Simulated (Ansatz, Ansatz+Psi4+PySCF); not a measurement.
```xyz
4

F     0.0302   -0.3499   -1.2142
H     0.0229    0.4116   -0.8069
F     0.0364    0.3756    1.1608
H     0.0004   -0.4963    0.8271
```

Basis set: cc-pVTZ (spherical functions). Left uncorrelated: 2 orbitals. Charge 0, multiplicity 1.

Computed with Ansatz (development build ahead of 0.2.0); each method stands on the lowest determinant of its kind that the runs found. Restricted open shells among the atoms or ions are ROHF, correlated in semicanonical orbitals with singles.

Give the atomization energy at this shape (free ground-state atoms in the same class of orbitals less the molecule, no zero-point energy) of singlet H₂F₂ by RHF-MP2, RHF.

```
 method  atomization energy
RHF-MP2            12.26 eV
    RHF             8.59 eV
```
